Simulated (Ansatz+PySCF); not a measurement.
Values are calculated unless marked as measured or tabulated.
## Several solutions for singlet N2

```yaml
atoms:
  - { symbol: N, position_ang: [0.0000, 0.0000, -1.0978] }
  - { symbol: N, position_ang: [0.0000, 0.0000, 1.0978] }
```

Basis set: cc-pVDZ (spherical functions). Charge 0, multiplicity 1.

r²SCAN (unrestricted) was run from several starts with Ansatz (development build ahead of 0.2.0).

| run | program | start | converged | energy (hartree) | <S²> |
| --- | --- | --- | --- | --- | --- |
| A | Ansatz | search for the lowest state | yes | -109.15236 | – |
| B | Ansatz | atomic start, no search | yes | -108.99448 | – |
| C | Ansatz | stability test followed | yes | -109.15236 | – |

(1) Which runs reached the lowest solution of this kind, and what is wrong with the others?

Results:

(1) A, C reached the lowest solution found. Converged but too high: B by 4.30 eV. Convergence only shows a stationary point, and even a stable one can lie too high; stability tests and further starts are what find lower ones. Caution: the unrestricted determinant is spin contaminated.
